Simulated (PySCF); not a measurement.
Gas-phase reaction: 2 PO + 2 O2 + H2 → 2 HPO3

Energies from PySCF (xtb for GFN2), thermal terms from the rigid-rotor harmonic-oscillator model, ideal gas at 1 bar. † marks an energy on the PBE0/def2-TZVP geometry and frequencies; other levels use their own. MP2 and CCSD(T) freeze the core. Open shells (unrestricted): PO (multiplicity 2), O2 (multiplicity 3); the rest are closed-shell singlets. GFN2 has no spin-polarisation term. Spin-orbit splitting is ignored; it lowers the true energy and changes the entropy of PO. HPO3: computed as isolated molecules; such fragments, hydroxides, amides, oligomers or adducts are transient or little studied in the gas. MP2 isn't extrapolated to the basis-set limit. CCSD(T) isn't extrapolated to the basis-set limit.

```
level                ΔH°(298 K), kJ
-------------------  --------------
BLYP/def2-TZVP†                   …
CCSD(T)/def2-TZVPP†           -1298
GFN2-xTB                      -1731
M06-2X/def2-TZVP†             -1323
MP2/def2-SVP†                     …
MP2/def2-TZVPP†               -1395
PBE/def2-SVP                      …
PBE0/def2-QZVP†                   …
ωB97M-V/def2-TZVP†            -1313
ωB97X-V/def2-TZVP†            -1280
```

Q: What belongs in the gaps?

A: 
- BLYP/def2-TZVP†, ΔH°(298 K), kJ: -1165
- MP2/def2-SVP†, ΔH°(298 K), kJ: -1146
- PBE/def2-SVP, ΔH°(298 K), kJ: -1098
- PBE0/def2-QZVP†, ΔH°(298 K), kJ: -1291
